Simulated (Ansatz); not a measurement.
Reaction: C3H8O2 (SMILES COCOC) → CH3O (SMILES C[O], doublet) + C2H5O (SMILES [CH2]OC, doublet) (the C-O bond breaks)
Each species at its own B3LYP-D3(BJ)/def2-TZVP minimum (Ansatz, a first-principles code), one conformer.

Total energies in hartree (Ansatz). Open shells are spin-unrestricted; no spin-orbit coupling. Correlated methods leave the cores frozen. No relativity.

```tsv
species	HF/cc-pVTZ	CCSD(T)/cc-pVTZ	HF/cc-pVQZ	CCSD(T)/cc-pVQZ	CCSD(T)/cc-pVDZ	CCSDT(Q)/cc-pVDZ
1: C3H8O2 (dimethoxymethane, SMILES C(OC)OC)	-268.05468	-269.13319	-268.07432	-269.21768	-268.84293	-268.84564
2: CH3O (SMILES C[O], doublet)	-114.46570	-114.87469	-114.47449	-114.91011	-114.75483	-114.75595
3: C2H5O (SMILES [CH2]OC, doublet)	-153.49890	-154.11356	-153.51043	-154.16123	-153.94833	-153.95008
```

Work out the bond dissociation energy (electronic) in kcal/mol: take Hartree-Fock from cc-pVQZ, extrapolate the CCSD(T) correlation energy as X^-3 (X = 3, 4), and add CCSDT(Q) - CCSD(T) in cc-pVDZ. 1 hartree = 627.51 kcal/mol.


Species 1: correlation (64·(-1.14336) - 27·(-1.07851))/37 = -1.19068; step -0.00271; E1 = -268.07432 + (-1.19068) + (-0.00271) = -269.26771
Species 2: correlation (64·(-0.43562) - 27·(-0.40899))/37 = -0.45505; step -0.00112; E2 = -114.47449 + (-0.45505) + (-0.00112) = -114.93066
Species 3: correlation (64·(-0.65080) - 27·(-0.61466))/37 = -0.67717; step -0.00175; E3 = -153.51043 + (-0.67717) + (-0.00175) = -154.18935
-1·E1 +1·E2 +1·E3 = 0.14770 hartree = 92.7 kcal/mol.
